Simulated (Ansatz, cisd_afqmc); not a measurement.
System: NH, charge 0, triplet. NH (SMILES [NH], triplet).
HTBH set geometry:
```
N
H 1 1.0367
```
Charge 0, spin multiplicity 3.

Total energies in aug-cc-pVTZ, 6 correlated electrons, 1 frozen orbitals. UHF or UKS for unpaired electrons; spin-orbit terms are left out. Cores are frozen in correlated methods. No relativity. AFQMC/CISD: phaseless, guided by CISD from CCSD amplitudes; bars are statistical, one sigma. Outlying blocks are dropped, and bars are widened where a walk drifts. Over all cases where full CI ran beside it in this data, AFQMC minus full CI had a median of +0.1 mEh and passed +0.4 mEh in a tenth of the cases.

```tsv
method	program	energy (Eh)	minus CCSDT(Q) (mEh)
HF	Ansatz	-54.98254	163.19
MP2	Ansatz	-55.12206	23.68
CCSD	Ansatz	-55.14091	4.82
CCSD(T)	Ansatz	-55.14512	0.62
CCSDT(Q)	Ansatz	-55.14574	0.00
AFQMC/CISD	cisd_afqmc	-55.1456 ± 0.0001	0.2 ± 0.1
```

Rough core times of Ansatz's runs on a shared machine: CCSD(T) under 20 s, CCSDT(Q) 60 s.

Ansatz is a program for electronic structure.
